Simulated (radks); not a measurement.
# B³⁺ in [He]: an all-electron calculation

Aim: the levels, the sizes of the orbitals and the parts of the energy of the boron ion B3+.

Program: radks (a radial shooting solver on a logarithmic mesh, Libxc functionals) version 1. Level of theory: non-relativistic Kohn-Sham, BLYP, spin-polarised, spherical densities, point nucleus. These are calculated values, not measurements, unless marked.

## Step 1: What is computed

| Item | Value |
| --- | --- |
| element | boron (Z = 5) |
| charge | +3 |
| electrons | 2 |
| configuration | [He] |

Outer shells as boxes (Hund's rule):

B³⁺
```
1s [↑↓]
```

## Step 2: The run

Settings of this run:

```text
Z 5
configuration [He] 2s0 2p0
relativity non-relativistic
functional b88,lyp
spin polarised
nucleus point
```

Q: Predict the outcome of this run.

As calculated:

```
                        quantity                      value
                    total energy          -22.01997 hartree
exchange-correlation share of it                    13.29 %
                            −T/E                     0.9979
          highest occupied level             1s, -231.84 eV
    most extended occupied level  1s down, <r> = 0.326 bohr
 radius at density 0.001 e/bohr³                  1.23 bohr
    maxima of the radial density                          1
         ionisation energy, NIST         259.37 (theory) eV
```

What this shows: The radial density shows 1 maxima for 1 occupied principal shells. The ratio −T/E is 0.9979; for a non-relativistic Coulomb system it is 1 up to the kinetic part of correlation. The top level binds by 231.84 eV, 89 % of the NIST ionisation energy of 259.37 eV; the potential of a semilocal functional falls off too fast, so its top eigenvalue is too shallow. 
